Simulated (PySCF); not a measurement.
# Working out the ionisation energy of F

F [He] 2s2 2p5 (2P) → F⁺ [He] 2s2 2p4 (3P). Computed with PySCF 2.14 in x2c-TZVPall (5s3p2d1f, 31 functions), with scalar relativity by spin-free X2C-1e. Frozen: 1s2. Energies in hartree (1 hartree = 27.21139 eV):

```csv
part,F (lower),F⁺ (upper)
UHF,-99.498859,-98.924060
CCSD correlation,-0.210004,-0.156640
(T),-0.003440,-0.001904
```

**Question.** What does Hartree-Fock give?

**Answer.** (-98.924060) − (-99.498859) = 0.574799 hartree = 15.641 eV.

**Question.** What do CCSD and CCSD(T) give?

**Answer.** The CCSD correlation energies differ by 0.053364 hartree = 1.452 eV and the triples by 0.001536 hartree = 0.042 eV, so CCSD gives 17.093 eV and CCSD(T) 17.135 eV.

Measured between the centres of the two terms (NIST): 17.427 eV, so CCSD(T) (valence) is off by -0.292 eV.

What remains against the reference includes basis incompleteness, the frozen core and higher excitations.
